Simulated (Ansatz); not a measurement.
What does this script print? It uses Ansatz 0.2.0, Python API.

Contents of `h2mgo.xyz`:
```text
4

O     0.08550   -1.11660    0.91990
Mg   -0.33980    0.50920   -0.25870
H     0.90210   -1.37900    0.61310
H    -0.59230    1.92600   -1.29460
```

The script, `h2mgo.py`:
```python
"""H2MgO at several levels of theory."""

import ansatz as az


def main() -> None:
    system = az.Crystal.molecule_from_extxyz("h2mgo.xyz")

    calc = system.calculation().basis(gaussian="cc-pVDZ")

    methods = ["mp2", "ccsd", "ccsd_t"]
    reports = [calc.correlation(m).run(threads=1, pin="off").report for m in methods]
    print(f"Hartree-Fock reference {reports[0]['reference_energy_ev'] / 27.211386246:.6f} Ha")
    best = reports[-1]["free_energy_ev"] - reports[-1]["reference_energy_ev"]
    for method, each in zip(methods, reports):
        gained = each["free_energy_ev"] - each["reference_energy_ev"]
        print(f"{method:8s} total {each['free_energy_ev'] / 27.211386246:.6f} Ha  correlation {gained:9.4f} eV  ({100 * gained / best:.1f} % of the last)")


if __name__ == "__main__":
    main()
```

```console
$ python h2mgo.py
Hartree-Fock reference -275.633509 Ha
mp2      total -275.872375 Ha  correlation   -6.4999 eV  (93.3 % of the last)
ccsd     total -275.884693 Ha  correlation   -6.8351 eV  (98.1 % of the last)
ccsd_t   total -275.889662 Ha  correlation   -6.9703 eV  (100.0 % of the last)
```

Total energies depend on the basis set; only differences at equal settings carry meaning. The geometry is a force-field or estimated start, not a minimum of this method, and the basis set is short of its limit. A lower total doesn't mark the better method: functionals have no common bound, and MP2 and coupled cluster aren't variational. Inner cores stay frozen; the shell under the valence of alkali and alkaline-earth atoms is correlated with it. The whole script took 1.3 s on 1 thread of Arm Neoverse V2 (shared host), peak memory 0.15 GiB.

(Lines on the test bed's own set-up are left out of the output.)
